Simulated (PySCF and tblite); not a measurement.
Values are calculated unless marked as measured or tabulated.
System: CH₂O₂, numbered as in [O:1]=[CH:2][OH:3].

For the rotation about the C2–O3 bond (torsion O1–C2–O3–H from 0° to 180°, rising): electronic barrier 13.06 kcal/mol, zero-point change -1.30 kcal/mol, thermal and entropy terms at 298.15 K a further 0.01 kcal/mol (symmetry numbers apart). The minimum is Cs, the saddle C1. Level: PBE0/pcSseg-2 + D3(BJ) on GFN2-xTB stationary points, with GFN2-xTB thermal terms. Rate constants are transition-state-theory values, counting equivalent paths, without tunnelling. (PySCF 2.14 with density fitting, tblite 0.8.)

Problem. How many equivalent paths lead out of the minimum?

Solution. 2: the symmetry number of the minimum is 1, that of the saddle displaced along its mode 1, and the displaced saddle is chiral while the minimum is not, which doubles the count.

Problem. Work out the rate at 298.15 K.

Solution. ΔG‡ = 11.77 kcal/mol; k_B T/h = 6.2×10¹² s⁻¹; exp(−ΔG‡/RT) = 2.4×10⁻⁹; times 2 gives k = 2.9×10⁴ s⁻¹.
